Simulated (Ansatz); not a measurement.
The pair A = C2H4 (SMILES C=C) (first 6 atoms), B = C2H4 (SMILES C=C); geometry from NCB31 set.
(charge 0, multiplicity 1):
```xyz
12

C      1.85777     0.47280     0.47242
C      1.85777    -0.47280    -0.47242
H      0.93377     0.87469     0.87406
H      2.78382     0.87171     0.87156
H      2.78382    -0.87171    -0.87156
H      0.93377    -0.87469    -0.87406
C     -1.85777     0.47280    -0.47242
C     -1.85777    -0.47280     0.47242
H     -2.78382     0.87171    -0.87156
H     -0.93377     0.87469    -0.87406
H     -0.93377    -0.87469     0.87406
H     -2.78382    -0.87171     0.87156
```

Correlated levels freeze the cores. MP2 and its Hartree–Fock in aug-cc-pVTZ are density fitted.

Codes used: Ansatz (a program for electronic structure) with Gaussian orbitals. 

The counterpoise-corrected interaction energy is E(AB) − E(A in the pair's basis) − E(B in the pair's basis). Total energies (hartree):

```csv
level,AB,A in the pair's basis,B in the pair's basis
HF/aug-cc-pVDZ,-156.0859751,-78.0436550,-78.0436550
MP2/aug-cc-pVDZ,-156.6604369,-78.3292768,-78.3292768
HF/aug-cc-pVTZ,-156.1273978,-78.0643695,-78.0643695
MP2/aug-cc-pVTZ,-156.8117369,-78.4046998,-78.4046998
CCSD(T)/aug-cc-pVDZ,-156.7409941,-78.3696365,-78.3696365
```

Task: Work out the counterpoise-corrected interaction energy at the basis-set limit: extrapolate the MP2 correlation part as X⁻³, take Hartree–Fock from the larger set, and add the CCSD(T) − MP2 difference of aug-cc-pVDZ.

Result: 
1. Differences (1 hartree = 627.509 kcal/mol): HF/aug-cc-pVDZ 0.838; MP2/aug-cc-pVDZ -1.182; HF/aug-cc-pVTZ 0.842; MP2/aug-cc-pVTZ -1.467; CCSD(T)/aug-cc-pVDZ -1.080.
2. Correlation parts, MP2 less HF: -2.019 in aug-cc-pVDZ (X = 2), -2.308 in aug-cc-pVTZ (X = 3).
3. Limit (3³·(-2.308) − 2³·(-2.019))/(3³ − 2³) = -2.430; with HF/aug-cc-pVTZ it gives -1.588.
4. CCSD(T) less MP2 in aug-cc-pVDZ: 0.102.
Result: -1.49 kcal/mol, against -1.18 at MP2/aug-cc-pVDZ. It is an estimate of this method's limit, not of the exact value.
